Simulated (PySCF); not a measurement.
# Adding and removing an electron: SiCl

UHF-CCSD; Si pcseg-1, Cl pcseg-1; no relativity (PySCF 2.14). Neutral (UHF): doublet (π ↑), Re = 2.096 Å, ωe = 521 cm⁻¹, De = 3.72 eV.

SiCl⁺ (RHF): singlet (closed shell), Re = 1.962 Å, ωe = 680 cm⁻¹, De = 4.40 eV to Si⁺ + Cl. The energies at the minima are -748.57098 hartree for SiCl and -748.30976 for SiCl⁺.

Q: Work out the adiabatic ionisation energy, without and with harmonic zero-point energies (1 hartree = 27.2114 eV, 1 eV = 8065.5 cm⁻¹), and the change of the bond length.

A: At CCSD: 0.26122 hartree = 7.108 eV between the minima; the zero-point term (680.0 − 521.0)/2 cm⁻¹ = +0.010 eV makes it 7.118 eV. Re changes by -13.4 pm against the neutral. The electron leaves a π orbital, and the shorter bond of the ion fits an antibonding orbital, or a change in how ionic the bond is.

Correlated steps freeze 10 core orbitals. Correlated levels converge slowly with the basis: in double zeta they bind strong bonds too weakly, by up to about 1 eV, and carry superposition errors of some tenths. For an ion De counts to the pair picked by the measured ionisation energies or electron affinities, which need not be the lowest pair at this level. Where the molecule has an RHF reference, its open-shell atoms are computed with UHF. The CCSD T1 diagnostic is raised in SiCl⁺, a sign that a single reference may not be enough there. States were picked by a PBE0 search and need not be the measured ground states.

Neutral and ion stand on different kinds of reference determinant, which adds to the error of the difference.
